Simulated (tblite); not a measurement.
C3H6NO (doublet state).
Atom-mapped SMILES: `[CH3:1][CH2:2][N:3][CH:4]=[O:5]` (hydrogens: H6, H7, H8 on C1; H9, H10 on C2; H11 on C4)
Bond orders are those of one Lewis drawing.

Computed with GFN2-xTB (tblite), gas phase: L-BFGS steps from a force-field or distance-geometry start until the largest atomic force falls under 0.01 eV/Å.

Step 0: E = -445.7815 eV
```
atom  x, y, z in Å  |  force x, y, z in eV/Å
C1     -1.6146    0.0911    0.2007   -1.025   0.453  -0.228
C2     -0.2017   -0.3150    0.5348    0.067   0.354   0.025
N3      0.7593    0.6171   -0.0518    0.365  -2.051   1.385
C4      2.0229    0.3383    0.1885   -0.620   1.514  -0.997
O5      3.0128    0.9474   -0.1741    0.084  -0.400   0.249
H6     -2.3429   -0.6061    0.6446    0.366   0.222  -0.133
H7     -1.7844    0.1030   -0.8857    0.155   0.003   0.365
H8     -1.8418    1.1014    0.5858    0.193  -0.466  -0.185
H9     -0.0382   -1.3471    0.1819    0.101   0.207  -0.157
H10    -0.1101   -0.3524    1.6425    0.113   0.214  -0.357
H11     2.1443   -0.5750    0.8164    0.201  -0.048   0.031
```

Step 1: E = -445.9097 eV
```
atom  x, y, z in Å  |  force x, y, z in eV/Å
C1     -1.6292    0.0975    0.1975   -0.190   0.161  -0.108
C2     -0.2007   -0.3099    0.5351   -0.433  -0.251   0.184
N3      0.7645    0.5877   -0.0320    0.025  -1.115   0.754
C4      2.0140    0.3599    0.1742   -0.370   0.517  -0.322
O5      3.0140    0.9417   -0.1705    0.574   0.012  -0.004
H6     -2.3377   -0.6029    0.6427    0.150   0.069  -0.034
H7     -1.7822    0.1030   -0.8805    0.051   0.023   0.059
H8     -1.8391    1.0948    0.5832    0.041  -0.070  -0.053
H9     -0.0368   -1.3441    0.1797   -0.033   0.209  -0.138
H10    -0.1085   -0.3493    1.6374    0.003   0.198  -0.172
H11     2.1471   -0.5757    0.8169    0.181   0.245  -0.168
```

Step 2: E = -445.9558 eV
```
atom  x, y, z in Å  |  force x, y, z in eV/Å
C1     -1.6377    0.1032    0.1940    0.181  -0.076   0.011
C2     -0.2111   -0.3147    0.5397   -0.438  -0.439   0.201
N3      0.7665    0.5527   -0.0083   -0.690   0.020  -0.037
C4      2.0026    0.3783    0.1626    1.266   0.077   0.032
O5      3.0284    0.9404   -0.1697   -0.228  -0.166   0.087
H6     -2.3326   -0.6004    0.6414   -0.027  -0.013   0.015
H7     -1.7804    0.1036   -0.8777   -0.010   0.040  -0.171
H8     -1.8374    1.0913    0.5812   -0.047   0.208   0.036
H9     -0.0372   -1.3382    0.1757   -0.150  -0.031  -0.107
H10    -0.1079   -0.3437    1.6318   -0.115   0.080   0.131
H11     2.1523   -0.5698    0.8129    0.257   0.299  -0.198
```

Problem. Estimate the geometry and energy of step 3. (The exact step hangs on the optimiser's Hessian estimate; all steps are aligned on step 2, rigid shifts and turns removed.)

Solution. E = -445.9689 eV, largest force 0.729 eV/Å
```
atom  x, y, z in Å  |  force x, y, z in eV/Å
C1     -1.6380    0.1038    0.1932    0.081  -0.059   0.020
C2     -0.2189   -0.3211    0.5433   -0.209  -0.319   0.160
N3      0.7584    0.5438   -0.0026    0.400   0.116  -0.057
C4      2.0159    0.3844    0.1597   -0.548  -0.401   0.265
O5      3.0286    0.9377   -0.1682    0.526   0.387  -0.247
H6     -2.3316   -0.5999    0.6412   -0.076  -0.015   0.011
H7     -1.7800    0.1043   -0.8790   -0.004   0.039  -0.155
H8     -1.8374    1.0929    0.5810   -0.034   0.176   0.023
H9     -0.0392   -1.3371    0.1734   -0.186  -0.173  -0.096
H10    -0.1092   -0.3413    1.6320   -0.163   0.016   0.230
H11     2.1569   -0.5648    0.8095    0.214   0.233  -0.152
```

The energy changes by -0.0131 eV. The first-order estimate −F·Δx gives -0.0346 eV and the mean of the old and new forces, exact on a quadratic surface, -0.0130 eV. The step makes an angle of 36° with the force vector and moves no atom by more than 0.015 Å.

What follows is the cost of the whole relaxation. On Arm Neoverse V2, one thread, shared host with 48 logical CPUs at a one-minute load of 14, this took under 0.1 s wall.
